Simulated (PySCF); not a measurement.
**Spin-rotation constants: SMILES [H]/N=C/C(Cl)Cl, C2H3Cl2N**

Molfile (atoms numbered from 1):
```
C2H3Cl2N
     RDKit          3D

  8  7  0  0  0  0  0  0  0  0999 V2000
    1.3412   -0.0297    0.6100 N   0  0  0  0  0  0  0  0  0  0  0  0
    0.4086   -0.0413   -0.2414 C   0  0  0  0  0  0  0  0  0  0  0  0
   -1.0147    0.0351    0.2234 C   0  0  0  0  0  0  0  0  0  0  0  0
   -1.8713   -1.4400   -0.2790 Cl  0  0  0  0  0  0  0  0  0  0  0  0
   -1.7750    1.4885   -0.4614 Cl  0  0  0  0  0  0  0  0  0  0  0  0
    2.2530   -0.0883    0.1470 H   0  0  0  0  0  0  0  0  0  0  0  0
    0.5273   -0.1050   -1.3391 H   0  0  0  0  0  0  0  0  0  0  0  0
   -1.0546    0.1039    1.3168 H   0  0  0  0  0  0  0  0  0  0  0  0
  6  1  1  0
  1  2  2  0
  2  3  1  0
  3  4  1  0
  3  5  1  0
  2  7  1  0
  3  8  1  0
M  END
```

Method used: PySCF, GIAO BHandHLYP/pcSseg-1 magnetisability, rotational g tensor and spin-rotation constants, non-relativistic, gas phase. Geometry: PBE0-D3(BJ)/def2-SVP.

Task: Give the nuclear spin-rotation constants along the inertial axes (H = +C I·J) beside the isotropic shieldings.

Result: Rotational constants 3.1668, 2.8405, 1.5807 GHz. A star marks the isotopologue with that one atom substituted, in its own axes.
```tsv
atom	isotope	Caa (kHz)	Cbb (kHz)	Ccc (kHz)	mean (kHz)	σ (ppm)
N1	14N	1.016	0.107	0.312	0.478	-95.0
Cl4	35Cl	0.807	0.342	0.635	0.594	709.5
Cl5	35Cl	0.786	0.360	0.631	0.592	711.1
H6	1H	0.272	-0.352	-0.031	-0.037	21.2
H7	1H	-0.290	-0.301	0.162	-0.143	23.9
H8	1H	-0.298	-0.322	0.118	-0.167	25.8
C2	13C*	1.332	0.611	0.819	0.921	7.8
C3	13C*	0.698	0.665	0.415	0.593	103.1
```
For the geometry as given, no vibrational averaging.

Task: How do the rotational constants and the g tensor change when H6, H7, H8 are replaced by deuterium?

Result: Constants 3.0794, 2.5956, 1.5223 GHz; g -0.0316, -0.0058, -0.0180, against -0.0320, -0.0062, -0.0188 before.
